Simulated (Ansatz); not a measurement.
The input, for Ansatz 0.2.0:

```yaml
crystal:
  periodic: [false, false, false]
  atoms:
    - {symbol: Sn, position_ang: [0.000000, -0.014391, 0.000000]}
    - {symbol: H, position_ang: [0.000000, 0.847453, -1.482753]}
    - {symbol: H, position_ang: [0.000000, 0.847453, 1.482753]}
basis:
  gaussian: {orbitals: def2-TZVP}
magnetization: {spin_polarized: true, initial_magnetization: 4}
correlation: {method: bccd, electrons: outside_noble_gas, diis_vectors: 1}
scf: {omitted_lower_state_checks: [cluster_reference]}
```

```sh
$ ansatz run in.yaml --threads 1 --pin off --events-out ev --progress --plain --max-ram 2393MiB
```

Output:

```
these checks for a lower state are left out or cut short: cluster_reference
582 factors; integrals over basis functions are off by at most 5.5e-4 eV
mean field evaluation 1: about -5828.7352 eV, gradient 6.8e0 eV
mean field evaluation 2: about -5828.7427 eV, gradient 6.8e0 eV
mean field evaluation 4: about -5829.3443 eV, gradient 1.3e0 eV
mean field evaluation 8: about -5829.3716 eV, gradient 7.4e-4 eV
mean field evaluation 16: about -5829.3210 eV, gradient 9.6e-1 eV
mean field -5829.37159885 eV, -214.2254549676 hartree, gradient 2.6e-6 eV, S^2 6.010826; 2 other end points of the search recorded, 0 dependent functions left out
9 core orbitals not correlated: weight in the atoms' cores, before any rotation towards them, 0.996 or more for the frozen orbitals, at most 0.003 for the correlated occupied ones
reference -5829.37159885 eV, -214.2254549676 hartree; 5, 1 occupied and 48, 52 virtual orbitals, 582 factors
second order -1.66684865 eV of doubles, -0.00000000 eV of singles
cycle   1  -1.98605729 eV  change   -3.2e-1 eV  update   5.6e-2
cycle   2  -2.12395106 eV  change   -1.4e-1 eV  update   2.7e-2
cycle   3  -2.14345764 eV  change   -2.0e-2 eV  update   1.3e-2
cycle   4  -2.14950489 eV  change   -6.0e-3 eV  update   6.9e-3
cycle   5  -2.14861607 eV  change    8.9e-4 eV  update   2.9e-3
cycle   6  -2.14790087 eV  change    7.2e-4 eV  update   1.4e-3
cycle   7  -2.14750087 eV  change    4.0e-4 eV  update   6.5e-4
cycle   8  -2.14723285 eV  change    2.7e-4 eV  update   3.8e-4
cycle   9  -2.14706253 eV  change    1.7e-4 eV  update   2.4e-4
cycle  10  -2.14691459 eV  change    1.5e-4 eV  update   1.6e-4
cycle  11  -2.14684139 eV  change    7.3e-5 eV  update   9.4e-5
cycle  12  -2.14681327 eV  change    2.8e-5 eV  update   5.1e-5
cycle  13  -2.14681312 eV  change    1.5e-7 eV  update   2.5e-5
cycle  14  -2.14681883 eV  change   -5.7e-6 eV  update   1.5e-5
cycle  15  -2.14682441 eV  change   -5.6e-6 eV  update   9.4e-6
cycle  16  -2.14683003 eV  change   -5.6e-6 eV  update   6.4e-6
cycle  17  -2.14683326 eV  change   -3.2e-6 eV  update   3.9e-6
Total energy: -5831.51843210 eV, -214.3043496346 hartree
Checks for a lower state left out: cluster_reference
```

Ran on 1 thread of Arm Neoverse V1, shared host: 2.3 s wall, 0.2 GiB peak host memory.
